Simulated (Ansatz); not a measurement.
A made-up structure of CHOSi, doublet:

```tsv
atom	x (Å)	y (Å)	z (Å)
C1	0.5266	0.8786	-0.3031
Si2	-0.2789	-2.0795	0.5286
O3	-0.2179	-0.6098	0.1815
H4	-0.0298	1.8106	-0.4071
```

It is relaxed with PBE-D4/def2-SVP and then PBE0-D4/def2-TZVP (Ansatz 0.2.0). Atoms count as bonded within 1.22 times the sum of their covalent radii (H–H: 0.88 Å). The end point is not checked to be a true minimum.

(1) Does its bonding change? (Judge from chemistry; the calculation decides.)

## Answers

(1) By the calculation: Yes. Formed: C1–O3; broken: none.

Where it ends: The first stage lowers the energy by 1.94 eV in 7 steps. It ends as CHOSi ([CH][O][Si]):
```
atom    x (Å)    y (Å)    z (Å)
  C1   0.5890   0.7451  -0.2847
 Si2  -0.4013  -1.8748   0.5058
  O3   0.0490  -0.3670   0.0742
  H4  -0.2367   1.4968  -0.2953
```

Labels in which every atom is bracketed show which atoms are joined, not bond orders.

For scale, one of the runs: PBE0-D4/def2-TZVP relaxation, 105 basis functions, launched by `ansatz run in.yaml --threads 2 --pin off --events-out ev --progress --plain --max-ram 4352MiB`. Hardware: 2 CPU threads of an Arm Neoverse V1, shared host. Wall time about 28 s.
